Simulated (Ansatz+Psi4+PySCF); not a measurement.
The numbers below are computed, except where a source is named.
## Psi4 1.11 run

```
molecule {
1 2
Si -0.009970 -0.000180 0.000710
H 0.853460 0.847850 0.861050
H -0.862560 -0.856130 0.848470
H -0.850670 0.847830 -0.857170
H 0.862550 -0.849540 -0.852220
}

basis {
assign H cc-pVTZ
assign Si cc-pV(T+d)Z
}
set reference uhf
set scf_type pk
energy('scf')
```

The input is written out from the run's settings.

Output:

```yaml
Converged: yes
Total_energy: -290.82239 hartree
Spin_squared_of_the_determinant: 0.809
```

This is not the lowest solution: another run reaches a determinant 0.09 eV lower.
